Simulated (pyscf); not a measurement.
H₃Si–NH–B(Cl)–Cl + H₂ -> H₂N–B(Cl)–Cl + SiH₄, a four-centre exchange (singlet surface; N–Si, H–H broken, H–N, H–Si formed). Optimised with ωB97X-D3(BJ)/def2-SVP in PySCF. Energies in eV from the separated reactants.

Small-basis levels: PySCF, no dispersion term, spherical d functions. AM1 to PM7: differences of heats of formation from MOPAC. GFN2-xTB: tblite. Cost: rough CPU time at the saddle relative to B3LYP/6-31G*, from one job on a shared machine.

```tsv
level	barrier	reaction energy	cost
HF/STO-3G	4.99	+0.29	0.06
HF/3-21G	3.76	+0.19	0.07
HF/6-31G*	3.58	-0.04	0.1
BP86/6-31G*	2.51	+0.09	2
B3LYP/STO-3G	3.80	+0.41	0.5
B3LYP/LANL2DZ	3.05	-0.20	0.7
M06-2X/6-31G*	2.80	+0.27	3
B3LYP/6-311+G**	2.73	-0.01	2
PBE/def2-SVP	2.20	+0.04	2
GFN2-xTB	2.25	+0.17	under 0.02
AM1	3.83	+0.61	under 0.02
PM7	4.67	+2.61	under 0.02
ωB97M-D3(BJ)/def2-TZVP	2.62	+0.20	–
```

Against the last row the barrier runs from -0.42 (PBE/def2-SVP) to +2.37 eV (HF/STO-3G). ωB97M-D3(BJ)/def2-TZVP has limits of its own. This is the saddle that the search found; another between the same sides may lie lower.
